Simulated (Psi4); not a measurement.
Psi4 input (wB97X-D/6-31G*):

```
memory 1500 MB

molecule {
-1 1
C     0.01271391    0.96429296    0.09450453
C     0.74968012   -0.36903942    0.02506042
C    -0.75912986   -0.34917026    0.02530572
H     0.01871361    1.43221813   -0.90372881
H     1.21151338   -0.75423325   -0.89420606
H     1.27979107   -0.73318520    0.91105030
H    -1.29835796   -0.69923418    0.91146945
H    -1.23124509   -0.72206515   -0.89380892
symmetry c1
no_reorient
no_com
}

set {
  basis 6-31G*
  reference rks
  scf_type pk
  dft_radial_points 99
  dft_spherical_points 590
  e_convergence 1e-8
  d_convergence 1e-7
  maxiter 150
}

e = energy('wb97x-d')
print_out(f'\nFINAL {e:.10f} DIPOLE {variable("CURRENT DIPOLE")[0]:.6f} {variable("CURRENT DIPOLE")[1]:.6f} {variable("CURRENT DIPOLE")[2]:.6f}\n')
```

### Question
What final total energy does it give?

### Answer
-117.15164 Eh.
